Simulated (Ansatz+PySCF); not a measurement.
A calculation with PySCF 2.14.0.

```python
from pyscf import gto, scf, cc

mol = gto.M(atom="""
F 0.000000 0.000000 0.000000
F 0.000000 0.000000 1.920000
""", basis='6-31g', charge=1, spin=1)
mf = scf.UHF(mol)
mf.kernel()
mycc = cc.CCSD(mf, frozen=2).run()
et = mycc.ccsd_t()
print(mf.e_tot, mycc.e_corr, et, mycc.e_tot + et)
```

The script is written out from the run's settings.

The run gave:

```
Converged                       : yes
Reference energy                : -197.88845 hartree
CCSD correlation energy         : -0.39947 hartree
Triples correction              : -0.02699 hartree
Total energy                    : -198.31491 hartree
Spin squared of the determinant : 0.762
```

This is not the lowest solution: another run reaches a determinant 7.23 eV lower. Caution: large share of triples, a single reference is doubtful; the charge can sit on one fragment and break the point group; another reference gives a lower total.
